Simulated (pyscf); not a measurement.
F–SiH(F)–F + H atom (H•) -> F–Si•(F)–F + hydrogen (H₂), a hydrogen abstraction (doublet surface; H–Si broken, H–H formed). Optimised with ωB97X-D3(BJ)/def2-SVP in PySCF. Energies in kcal/mol from the separated reactants.

Small-basis levels: PySCF, no dispersion term, spherical d functions. AM1 to PM7: differences of heats of formation from MOPAC, which are fitted to 298 K values and so differ in kind from electronic energies by zero-point and thermal terms. Open shells are spin-unrestricted. 

```csv
level,barrier,reaction energy
HF/6-31G*,20.5,+5.9
MP2/6-31G*,17.1,+2.9
SVWN5/6-31G*,-4.2,-4.8
PBE/6-31G*,1.5,-5.9
B3LYP/LANL2DZ,-0.5,-14.5
M06-2X/6-31G*,9.3,-3.6
B3LYP/6-311+G**,3.3,-8.7
PBE/def2-SVP,1.3,-4.9
PM7,-21.8,-44.7
ωB97M-D3(BJ)/def2-TZVP,8.5,-2.7
```

Against the last row the barrier runs from -30.4 (PM7) to +11.9 kcal/mol (HF/6-31G*). At SVWN5/6-31G*, B3LYP/LANL2DZ, PM7 this geometry lies under one side, so the entry may be no barrier of that level: it is a single point on another level's saddle. ωB97M-D3(BJ)/def2-TZVP has limits of its own. One saddle was located; it need not be the lowest between these sides. The angle at the transferred H is 180°.
